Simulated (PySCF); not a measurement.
# C₃H₇N₂+: reorganisation energies

Aim: compute the reorganisation energies of C₃H₇N₂+ (`N/C=C\C=[NH2+]`).

Programs: PySCF 2.14.0, with routines of our own; each step states its level. All values are computed. Atoms count from 0.

## 1. The starting structure

12 atoms, charge 1, multiplicity 1; geometry from: GFN2-xTB.

## 2. Geometry optimisation at CAM-B3LYP/def2-SVP

Job settings and geometry (Å):

```
{"job": {"xc": "CAM-B3LYP", "basis": "def2-SVP", "grid": 1, "kind": "geom"}, "charge": 1, "multiplicity": 1}
N     -1.911624     0.561497     0.658640
C     -1.406432    -0.291560    -0.203463
C     -0.068712    -0.507721    -0.495545
C      1.003010     0.151333     0.081771
N      2.256491    -0.092343    -0.223496
H     -1.331759     1.173494     1.213986
H     -2.909227     0.632677     0.792354
H     -2.129277    -0.892938    -0.742195
H      0.146687    -1.260596    -1.239102
H      0.842619     0.915701     0.832781
H      3.019737     0.402500     0.213282
H      2.489685    -0.792730    -0.915040
```

Command:

```sh
$ OMP_NUM_THREADS=1 python excited_run.py task.json out
```

This one command runs all jobs of the session in turn.

The log of the run:

```text
step   0  E = -227.51005236  max force = 0.006238
step   1  E = -227.51088594  max force = 0.002098
step   2  E = -227.51087225  max force = 0.001336
step   3  E = -227.51089653  max force = 0.000617
step   4  E = -227.51089829  max force = 0.000393
optimisation converged
```

Run time: 25 s. Hardware: 1 thread of Intel Xeon Platinum 8259CL at 2.50GHz, shared host; peak memory 0.49 GiB.

Relaxation path:

| step | energy from step 0 (eV) | largest force component (eV/Å) |
| --- | --- | --- |
| 0 | 0.0000 | 0.3208 |
| 1 | -0.0227 | 0.1079 |
| 2 | -0.0223 | 0.0687 |
| 3 | -0.0230 | 0.0317 |
| 4 | -0.0230 | 0.0202 |

Distances of close pairs at the start and the end, largest changes first:

| bond | before (Å) | after (Å) | change (Å) |
| --- | --- | --- | --- |
| C3–H9 | 1.084 | 1.096 | +0.012 |
| C2–H8 | 1.080 | 1.091 | +0.011 |
| C1–H7 | 1.084 | 1.095 | +0.011 |
| C1–C2 | 1.386 | 1.393 | +0.007 |
| N0–H6 | 1.009 | 1.015 | +0.006 |
| N4–H10 | 1.009 | 1.015 | +0.006 |
| N4–H11 | 1.012 | 1.017 | +0.006 |
| N0–H5 | 1.010 | 1.015 | +0.005 |

The end geometry stands in the next job.

| at the end point | value |
| --- | --- |
| point group (found at 0.08 Å tolerance) | Cs |
| rotational constants (GHz, main isotopes) | 18.664, 2.583, 2.269 |

## 3. Relaxation after adding or removing an electron (C3H7N2 radical): UKS CAM-B3LYP/def2-SVP

Job settings and geometry (Å):

```
{"job": {"kind": "ionopt", "ions": [-1], "xc": "CAM-B3LYP", "basis": "def2-SVP", "grid": 1}, "charge": 0, "multiplicity": 2}
N     -1.947458     0.544364     0.653579
C     -1.441833    -0.315014    -0.207973
C     -0.108447    -0.565429    -0.525788
C      0.972865     0.088021     0.049612
N      2.235010    -0.140066    -0.241874
H     -1.384143     1.166315     1.224397
H     -2.952886     0.613102     0.777708
H     -2.192369    -0.908234    -0.740762
H      0.075042    -1.332104    -1.280354
H      0.819614     0.861757     0.810159
H      2.986354     0.369755     0.212002
H      2.501499    -0.836443    -0.933700
```

Method: UKS CAM-B3LYP/def2-SVP geometry optimisation of the ion from the geometry of its parent, gas phase.

The log of the run:

```text
step       E/Eh        max force   <S^2>
  0    -227.66688061   0.110989   0.7872
  1    -227.68398477   0.010009   0.7893
  2    -227.68426088   0.006116   0.7895
  3    -227.68445324   0.004267   0.7902
  4    -227.68470873   0.005142   0.7900
  5    -227.68526114   0.014560   0.7890
  6    -227.68620203   0.013827   0.7891
  7    -227.68704199   0.008057   0.7898
  8    -227.66348029   0.064802   0.7934
  9    -227.68325599   0.027197   0.7913
 10    -227.68741040   0.011434   0.7908
 11    -227.68737244   0.006837   0.7901
 12    -227.68790892   0.002399   0.7902
 13    -227.68793353   0.004721   0.7906
 14    -227.68810168   0.001383   0.7903
 15    -227.68811074   0.001767   0.7902
 16    -227.68814084   0.000282   0.7903
 17    -227.68814710   0.000329   0.7903
optimisation converged
```

Run time: 2.3 min. Hardware: 1 thread of Intel Xeon Platinum 8259CL at 2.50GHz, shared host; peak memory 0.59 GiB.

Key values:

| quantity | value |
| --- | --- |
| geometry moved (RMSD) | 0.219 Å |
| ⟨S²⟩ | 0.790 |

Bonds of the start that changed most:

| bond | start (Å) | end (Å) |
| --- | --- | --- |
| C3–N4 | 1.315 | 1.392 |
| N0–C1 | 1.318 | 1.392 |
| C1–C2 | 1.393 | 1.388 |
| C2–H8 | 1.091 | 1.095 |
| C1–H7 | 1.095 | 1.091 |
| C3–H9 | 1.096 | 1.093 |

Mulliken spin populations:

| atom | value (e) |
| --- | --- |
| N0 | 0.08 |
| C1 | 0.58 |
| C2 | -0.31 |
| C3 | 0.58 |
| N4 | 0.10 |
| H5 | 0.01 |
| H6 | 0.00 |
| H7 | -0.03 |
| H8 | 0.01 |
| H9 | -0.03 |
| H10 | 0.00 |
| H11 | 0.00 |

## 4. Reorganisation energies: UKS CAM-B3LYP/def2-SVP

The job, as its differences from that of step 3:

```diff
@@ -1,2 +1,2 @@
-{"job": {"kind": "ionopt", "ions": [-1], "xc": "CAM-B3LYP", "basis": "def2-SVP", "grid": 1}, "charge": 0, "multiplicity": 2}
+{"job": {"kind": "reorg", "ions": [-1], "xc": "CAM-B3LYP", "basis": "def2-SVP", "grid": 1}, "charge": 1, "multiplicity": 1}
 N     -1.947458     0.544364     0.653579
```

Level: UKS CAM-B3LYP/def2-SVP four-point reorganisation energy, gas phase.

The log of the run:

```text
final grid: 43088 points
cycle   1  E = -227.4865401203  dE =  1.025e+00  |g| = 2.887e-01  |ddm| = 3.554e+00
cycle   2  E = -227.5006528547  dE = -1.411e-02  |g| = 2.095e-01  |ddm| = 5.147e-01
cycle   3  E = -227.5105203106  dE = -9.867e-03  |g| = 3.983e-02  |ddm| = 2.004e-01
cycle   4  E = -227.5108921410  dE = -3.718e-04  |g| = 4.625e-03  |ddm| = 4.436e-02
cycle   5  E = -227.5108955721  dE = -3.431e-06  |g| = 3.480e-03  |ddm| = 7.743e-03
cycle   6  E = -227.5108981657  dE = -2.594e-06  |g| = 6.500e-04  |ddm| = 2.858e-03
cycle   7  E = -227.5108982720  dE = -1.063e-07  |g| = 2.281e-04  |ddm| = 8.423e-04
cycle   8  E = -227.5108982853  dE = -1.335e-08  |g| = 7.849e-05  |ddm| = 2.909e-04
cycle   9  E = -227.5108982874  dE = -2.017e-09  |g| = 2.043e-05  |ddm| = 1.146e-04
cycle  10  E = -227.5108982875  dE = -1.170e-10  |g| = 5.821e-06  |ddm| = 2.932e-05
converged SCF energy = -227.5108982875

electron transfer: vertical 4.4702 eV, relaxation of the ion converged
  adiabatic 4.8232 eV, lambda(ion) 0.3530, lambda(parent) 0.6417, total 0.9947 eV
```

It took 2.8 s on 1 thread of Intel Xeon Platinum 8259CL at 2.50GHz, shared host; peak memory 0.53 GiB.

## 5. What came out

| quantity | value |
| --- | --- |
| point group | Cs |
| rotational constants (main isotopes) | 18.66, 2.58, 2.27 GHz |
| geometry moved (RMSD) (step 3, UKS CAM-B3LYP/def2-SVP) | 0.219 Å |
| electron reorganisation energy (step 4, UKS CAM-B3LYP/def2-SVP) | 0.9947 eV |

**Reading.** Relaxing lowered the energy by 0.023 eV in 4 steps; the close pair that moved most is C3–H9, from 1.084 to 1.096 Å. In step 3 (relaxation after adding or removing an electron), among the bonds C3–N4 changes most, from 1.315 to 1.392 Å. The atoms move far more than that, so angles or torsions carry the main change.
